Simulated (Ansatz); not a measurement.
Input for Ansatz (a first-principles code): R-revPBE/def2-TZVPPD on ClF (SMILES FCl) with ghost functions. Files ending in .json are basis or fitting sets from the Basis Set Exchange.

Ansatz 0.2 input:
```yaml
crystal:
  periodic: [false, false, false]
  atoms:
    - {symbol: Cl, position_ang: [-0.31586800, -0.00006600, -0.01691400]}
    - {symbol: F, position_ang: [-1.97230800, 0.00007400, 0.02657000]}
basis:
  gaussian:
    orbitals: def2-TZVPPD.json
    ghost_atoms:
      - {symbol: O, position_ang: [2.23981900, 0.00002700, -0.08823100]}
      - {symbol: H, position_ang: [2.60088700, 0.76196300, 0.37705500]}
      - {symbol: H, position_ang: [2.60108700, -0.76172700, 0.37719400]}
hamiltonian:
  xc: {name: revPBE}
scf: {lower_state_search: off}
```

Output:

```
WARN ansatz: RAYON_NUM_THREADS=2 ignored (pool sized by the plan → 2); use --threads N
Functional definition: revPBE
these checks for a lower state are left out or cut short: stability, starts, cluster_reference, orbital_swaps, neighbouring_geometries, increment
integrals: 0.06 GiB planned
807 factors; their error is unknown
mean field: 0.47 GiB planned
mean field evaluation 1: about -15235.0487 eV, gradient 2.5e1 eV
mean field evaluation 2: about -15229.6556 eV, gradient 6.3e1 eV
mean field evaluation 4: about -15235.8771 eV, gradient 1.8e0 eV
mean field evaluation 8: about -15235.8829 eV, gradient 2.4e-2 eV
mean field evaluation 16: about -15235.8749 eV, gradient 2.2e-6 eV
mean field -15235.87494861 eV, -559.9080771146 hartree, gradient 2.2e-6 eV, S^2 0.000000; 0 other end points of the search recorded, 0 dependent functions left out
reference -15235.87502126 eV, -559.9080797843 hartree; 13, 13 occupied and 152, 152 virtual orbitals, 807 factors
Total energy: -15235.87502126 eV, -559.9080797843 hartree
Checks for a lower state left out: stability, starts, cluster_reference, orbital_swaps, neighbouring_geometries, increment
```

Self-consistency was reached.

Cost: roughly 0.7 core-seconds.
